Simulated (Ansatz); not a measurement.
```yaml
crystal:
  periodic: [false, false, false]
  atoms:
    - {symbol: Y, position_ang: [0.018492, 0.306646, -0.735754]}
    - {symbol: O, position_ang: [-0.036488, 1.157025, 0.961534]}
    - {symbol: Cl, position_ang: [-0.029907, -1.291126, 1.411131]}
basis:
  gaussian: {orbitals: def2-TZVP}
magnetization: {spin_polarized: true, initial_magnetization: 2}
hamiltonian: {xc: pbe0}
relax: {f_tol: 0.004, max_steps: 80}
```

```sh
$ ansatz run in.yaml --threads 1 --pin off --events-out ev --progress --plain --max-ram 2176MiB
```

Steps of the relaxation (energy above the last step; positions in Å, forces in eV/Å):

```
3
step 1, 706.2 meV
Y     0.018    0.307   -0.736   -0.008   -1.115    0.581
O    -0.036    1.157    0.962   -0.019    0.674    0.474
Cl   -0.030   -1.291    1.411    0.027    0.441   -1.056
```

```
3
step 2, 497.5 meV
Y     0.016    0.162   -0.605    0.048    0.178   -1.751
O    -0.038    1.260    0.987   -0.030    1.190    0.725
Cl   -0.026   -1.249    1.255   -0.018   -1.368    1.026
```

```
3
step 3, 281.6 meV
Y     0.016    0.144   -0.594   -0.009    0.250    0.247
O    -0.039    1.408    0.977    0.007    0.289   -0.330
Cl   -0.025   -1.379    1.254    0.002   -0.540    0.083
```

```
3
step 5, 42.1 meV
Y     0.010    0.119   -0.388   -0.014    0.236    0.422
O    -0.038    1.775    0.844    0.010   -0.166   -0.312
Cl   -0.020   -1.721    1.181    0.004   -0.070   -0.110
```

```
3
step 9, 0.0 meV
Y     0.006    0.125   -0.229    0.000    0.000    0.000
O    -0.036    1.934    0.739    0.000    0.000    0.000
Cl   -0.017   -1.886    1.127    0.000    0.000    0.000
```

Close pairs at the end: Y1–O2 2.052 Å, Y1–Cl3 2.425 Å.

A stationary point of unrestricted PBE0 after 9 steps, with ⟨S²⟩ = 2.003 against 2.00 for a pure state; no frequencies were run, so it isn't proven a minimum. 1.9 min on 1 thread of Intel Xeon Platinum 8259CL, shared host.
